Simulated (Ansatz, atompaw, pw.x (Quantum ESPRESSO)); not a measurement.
# Which Nb potential is closest to all-electron in the diamond crystal?

All use LDA (PW92), scalar-relativistic, no spin, cutoffs from each file’s atomic test, pw.x 7.5; 8³ k-points, Fermi–Dirac smearing 0.01 Ry. Δ is the rms difference from all-electron LAPW of the E(V) curves that follow from fits to the pressures, over ±6 % in volume. Mesh and smearing are coarse and serve the comparison alone. The files are a selection: those with a ghost or negative overlap were mostly not run, and those with noisy or unconverged pressures or nearly equal Δ are left out.

All-electron: a0 = 5.763 Å (V0 = 23.92 Å³/atom), B0 = 78.4 GPa.

Question: Rank them by Δ, smallest first.
A. PAW, atompaw 4.2.0.5, LDA (PW92); core [Kr], reference 4d4 5s1 5p0; waves: 5s (bound): rc 3.00 bohr; 5s channel at 0.9 Ry: rc 2.45 bohr; 5p (bound, empty): rc 3.00 bohr; 5p channel at 1.9 Ry: rc 3.00 bohr; 4d (bound): rc 2.95 bohr; 4d channel at 0.25 Ry: rc 3.00 bohr; local part: bessel scheme, radius 1.95 bohr; core correction: smooth core density matched at 2.30 bohr; augmentation: sinc compensation charge, radius 2.25 bohr; PAW radius 3.00 bohr; waves and projectors: custom rrkj gramschmidtortho.
B. PAW, atompaw 4.2.0.5, LDA (PW92); core [Ar] 3d10, reference 4s2 4p6 4d4.5 5s0.5 5p0; waves: 4s (bound): rc 1.90 bohr; 5s (bound): rc 2.50 bohr; 4p (bound): rc 1.65 bohr; 5p (bound, empty): rc 2.50 bohr; 4d (bound): rc 2.50 bohr; 4d channel at 0.1 Ry: rc 2.50 bohr; local part: troulliermartins scheme with l = 3 at 1 Ry, radius 2.05 bohr; core correction: smooth core density matched at 1.45 bohr; augmentation: sinc compensation charge, radius 2.25 bohr; PAW radius 2.50 bohr; waves and projectors: custom polynom2 7 10 vanderbiltortho.
C. PAW, atompaw 4.2.0.5, LDA (PW92); core [Ar] 3d10, reference 4s2 4p6 4d4.5 5s0.5 5p0; waves: 4s (bound): rc 1.80 bohr; 5s (bound): rc 2.35 bohr; 4p (bound): rc 1.65 bohr; 5p (bound, empty): rc 2.35 bohr; 4d (bound): rc 2.20 bohr; 4d channel at 1.5 Ry: rc 2.20 bohr; local part: vpsmatchnc scheme with l = 3 at -0.5 Ry, radius 2.25 bohr; core correction: smooth core density matched at 1.90 bohr; augmentation: sinc compensation charge, radius 2.05 bohr; PAW radius 2.35 bohr; waves and projectors: custom polynom vanderbiltortho.
D. PAW, atompaw 4.2.0.5, LDA (PW92); core [Ar] 3d10, reference 4s2 4p6 4d4 5s1 5p0; waves: 4s (bound): rc 1.85 bohr; 5s (bound): rc 2.75 bohr; 4p (bound): rc 2.20 bohr; 5p (bound, empty): rc 2.75 bohr; 4d (bound): rc 2.75 bohr; 4d channel at 0.25 Ry: rc 2.75 bohr; local part: bessel scheme, radius 2.00 bohr; core correction: smooth core density matched at 2.30 bohr; augmentation: sinc compensation charge, radius 2.30 bohr; PAW radius 2.75 bohr; waves and projectors: custom rrkj vanderbiltortho.

Answer: C (1.1 meV/atom), B (5.1 meV/atom), D (7.3 meV/atom), A (17.1 meV/atom).
